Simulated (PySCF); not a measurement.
Compound: difluorosilane, F₂H₂Si.
Numbering: `[F:1][SiH2:2][F:3]` (hydrogens: H4, H5 on Si2)

Computed with PySCF at PBE0/pcSseg-1, non-relativistic, on one gas-phase PBE0-D3(BJ)/def2-SVP geometry that isn't relaxed in the solvent. The solvent is an IEF-PCM continuum (Bondi radii, 1.10 Å for H, scaled by 1.2). Only the electrostatic response of the medium enters.

```json
{"run": "gas", "E − E(gas) (kcal/mol)": "0.00", "HOMO (eV)": "-9.99", "HOMO–LUMO gap (eV)": "10.58", "dipole (D)": "1.76"}
{"run": "P", "E − E(gas) (kcal/mol)": "-1.77", "HOMO (eV)": "-9.79", "HOMO–LUMO gap (eV)": "10.54", "dipole (D)": "1.99"}
{"run": "Q", "E − E(gas) (kcal/mol)": "-2.43", "HOMO (eV)": "-9.72", "HOMO–LUMO gap (eV)": "10.53", "dipole (D)": "2.08"}
```

Q: The runs were made in chloroform and dimethylsulfoxide. Which run belongs to which solvent?

A: P = chloroform, Q = dimethylsulfoxide. The dielectric constants are 4.711 (chloroform), 46.83 (dimethylsulfoxide), and the energy falls further as ε rises. In this model the ground state sees the solvent through ε alone.

Q: How constant is the ratio of the lowering to (ε − 1)/(2ε + 1)?

A: 
| solvent | (ε − 1)/(2ε + 1) | E − E(gas) (kcal/mol) | ratio (kcal/mol) | polarisation term (kcal/mol) |
| --- | --- | --- | --- | --- |
| chloroform | 0.356 | -1.77 | -5.0 | -1.91 |
| dimethylsulfoxide | 0.484 | -2.43 | -5.0 | -2.70 |

The ratio changes by +0.9 % in size from chloroform to dimethylsulfoxide. The polarisation term is half the interaction of the solute with the induced surface charges.
